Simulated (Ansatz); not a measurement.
# C2H8N2: the cost of one run

All numbers below are computed with Ansatz 0.2.0 (RKS PBE/def2-SVP).

### Step 1. The system as given

Bond lengths: C1–N2 1.457 Å, N2–N3 1.409 Å, N3–C4 1.456 Å, C1–H5 1.098 Å, C1–H6 1.088 Å, C1–H7 1.091 Å, N2–H8 1.017 Å, N3–H9 1.017 Å, C4–H10 1.099 Å, C4–H11 1.091 Å, C4–H12 1.088 Å. Angles (14 of 18 angles, heavy atoms first): C1–N2–N3 116.8°, N2–N3–C4 116.8°, C1–N2–H8 110.1°, N3–N2–H8 107.4°, N2–C1–H5 114.7°, N2–C1–H6 107.6°, N2–C1–H7 108.4°, N2–N3–H9 107.4°, C4–N3–H9 110.1°, N3–C4–H10 114.7°, N3–C4–H11 108.5°, N3–C4–H12 107.6°, H5–C1–H6 108.6°, H5–C1–H7 108.8°.

Coordinates:

```xyz
12

C    -1.1100    0.9970   -0.2216
N    -0.8641   -0.0718    0.7368
N     0.4771   -0.4627    0.9234
C     1.2242   -0.8396   -0.2686
H    -0.8753    0.7421   -1.2639
H    -2.1639    1.2611   -0.1580
H    -0.5163    1.8651    0.0696
H    -1.3908   -0.9028    0.4775
H     0.9511    0.2957    1.4083
H     1.3924   -0.0215   -0.9829
H     0.6851   -1.6415   -0.7752
H     2.1906   -1.2212    0.0548
```

### Step 2. End point A

input.yaml reads:

```yaml
crystal:
  periodic: [false, false, false]
  atoms:
    - { symbol: C, position_ang: [-1.11002, 0.99705, -0.22162] }
    - { symbol: "N", position_ang: [-0.86413, -0.0718, 0.73677] }
    - { symbol: "N", position_ang: [0.47708, -0.46272, 0.92338] }
    - { symbol: C, position_ang: [1.22417, -0.83955, -0.26864] }
    - { symbol: H, position_ang: [-0.87531, 0.74212, -1.26393] }
    - { symbol: H, position_ang: [-2.16392, 1.26109, -0.158] }
    - { symbol: H, position_ang: [-0.51631, 1.86509, 0.06956] }
    - { symbol: H, position_ang: [-1.39076, -0.90278, 0.4775] }
    - { symbol: H, position_ang: [0.95106, 0.29574, 1.40828] }
    - { symbol: H, position_ang: [1.3924, -0.02154, -0.98289] }
    - { symbol: H, position_ang: [0.68509, -1.64147, -0.77517] }
    - { symbol: H, position_ang: [2.19064, -1.22124, 0.05475] }
basis:
  gaussian: { orbitals: def2-SVP }
hamiltonian:
  xc: pbe
relax:
  f_tol: 0.02
  max_steps: 50
output:
  orbitals: {}
```

Started as:

```console
> ansatz run input.yaml --threads 2 --pin off --max-ram 3072MiB --backend cpu --events-out ev --progress --plain --runs-dir out
```

**Question.** How long does this run take on 2 threads of Intel Xeon Platinum 8259CL at 2.50GHz (Skylake/Cascade Lake), shared host, and how much memory does it need?

About 11 s, with a peak of 0.2 GiB.
